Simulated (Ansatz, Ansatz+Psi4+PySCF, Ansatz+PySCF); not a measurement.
| atom | x (Å) | y (Å) | z (Å) |
| --- | --- | --- | --- |
| C | -0.0067 | 0.0000 | 0.0000 |
| C | 1.2062 | 0.0000 | 0.0000 |
| H | -1.0449 | 0.0000 | 0.0000 |

Basis set: cc-pVTZ (spherical functions). Left uncorrelated: 2 orbitals. Correlation on ROHF uses semicanonical orbitals with singles. Charge 0, multiplicity 2.

Computed with Ansatz (development build ahead of 0.2.0); each method stands on the lowest determinant of its kind that the runs found.

Task: Give the atomization energy at this shape (free ground-state atoms in the same class of orbitals less the molecule, no zero-point energy) of doublet C2H by ROHF-CCSD(T), ROHF-MP2, UHF-MP2, ROHF, UHF.

Result:

```tsv
method	atomization energy
ROHF-CCSD(T)	255.23 kcal/mol
ROHF-MP2	264.10 kcal/mol
UHF-MP2	251.25 kcal/mol
ROHF	180.35 kcal/mol
UHF	184.65 kcal/mol
```

Caution for ROHF-MP2, UHF-MP2: forces differ strongly between restricted and unrestricted references. Caution for UHF-MP2, UHF: the unrestricted determinant is spin contaminated.
